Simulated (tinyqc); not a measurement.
RHF in the sto-3g basis, for BH2+, spin multiplicity 1, step by step. One step of it, computed by the program tinyqc.

Task: Orthogonalisation. S = U s U^T; canonical form X = U s^(-1/2), so that X^T S X = 1. Each column of U has its largest component positive (the first on a tie).

overlap S, lower triangle:
```
           1B 1s     1B 2s    1B 2px     1B 2py    1B 2pz     2H 1s     3H 1s
1B 1s   1.000000
1B 2s   0.269328  1.000000
1B 2px  0.000000  0.000000  1.000000
1B 2py  0.000000  0.000000  0.000000   1.000000
1B 2pz  0.000000  0.000000  0.000000   0.000000  1.000000
2H 1s   0.041701  0.375058  0.000000   0.384132  0.151701  1.000000
3H 1s   0.041701  0.375058  0.000000  -0.384132  0.151701  0.041107  1.000000
```

Give: eigenvalues of S; X.

Result:

eigenvalues of S: 0.412  0.436  0.887  1.000  1.076  1.523  1.666

X:
```
             1       2       3      4       5       6      7
1B 1s   -0.393   0.000   0.751  0.000  -0.556   0.000  0.249
1B 2s    1.075   0.000  -0.242  0.000  -0.211   0.000  0.504
1B 2px   0.000   0.000   0.000  1.000   0.000   0.000  0.000
1B 2py   0.000   1.051   0.000  0.000   0.000   0.584  0.000
1B 2pz   0.362   0.000   0.628  0.000   0.716   0.000  0.163
2H 1s   -0.702  -0.772  -0.233  0.000   0.178   0.397  0.359
3H 1s   -0.702   0.772  -0.233  0.000   0.178  -0.397  0.359
```
